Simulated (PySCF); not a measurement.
# Functional benchmark on one molecule

Molecule: lithium fluoride, FLi.

Atoms are numbered as in `[Li:1][F:2]`.

Geometry PBE0-D3(BJ)/def2-SVP throughout; GIAO in PySCF, gas phase, one conformer, non-relativistic; equivalent atoms averaged; basis pcSseg-2.

Reference values (B3LYP/multiwavelet basis limit; gas (isolated, no vibration); Jensen, Fla, Jonsson, Monstad, Ruud, Frediani, PCCP 2016, 18, 21145): σ(Li1) = 87.4 ppm, σ(F2) = 351.1 ppm.

How do the functionals HF, LDA, PBE, BLYP, BP86, OPBE, KT2, KT3, B97-D, B3LYP, PBE0, mPW1PW91, WP04, B97-2, BHandHLYP, CAM-B3LYP, wB97X-D, LC-wPBE perform against the reference? Times are CPU seconds on shared hosts with different chips, so compare them loosely.

Results:


```csv
functional,kind,Li1,F2,abs. error Li,abs. error F,core-s
HF,Hartree–Fock,90.4,376.5,3.0,25.4,0.1
LDA,LDA,84.9,316.6,2.5,34.5,0.4
PBE,GGA,86.1,316.2,1.3,34.9,0.6
BLYP,GGA,85.9,307.1,1.5,44.0,0.5
BP86,GGA,86.7,329.1,0.7,22.0,0.5
OPBE,GGA,86.8,326.2,0.6,24.9,0.5
KT2,GGA,90.1,339.8,2.7,11.3,0.6
KT3,GGA,89.2,329.0,1.8,22.1,0.6
B97-D,GGA,86.9,330.7,0.5,20.4,0.5
B3LYP,global hybrid,87.1,328.6,0.3,22.5,0.4
PBE0,global hybrid,87.5,340.7,0.1,10.4,0.4
mPW1PW91,global hybrid,87.7,342.4,0.3,8.7,0.4
WP04,global hybrid,89.2,364.4,1.8,13.3,0.6
B97-2,global hybrid,87.9,345.4,0.5,5.7,0.5
BHandHLYP,global hybrid,88.5,348.9,1.1,2.2,0.5
CAM-B3LYP,range-separated hybrid,87.3,334.1,0.1,17.0,0.57
wB97X-D,range-separated hybrid,88.6,356.9,1.2,5.8,0.7
LC-wPBE,range-separated hybrid,87.7,351.0,0.3,0.1,1.1
```

For ⁷Li the closest is PBE0 (0.1 ppm, with CAM-B3LYP, mPW1PW91, LC-wPBE, B3LYP practically level) and the furthest HF (3.0 ppm).

For ¹⁹F the closest is LC-wPBE (0.1 ppm) and the furthest BLYP (44.0 ppm). One molecule is a small sample, and the reference may use another geometry.
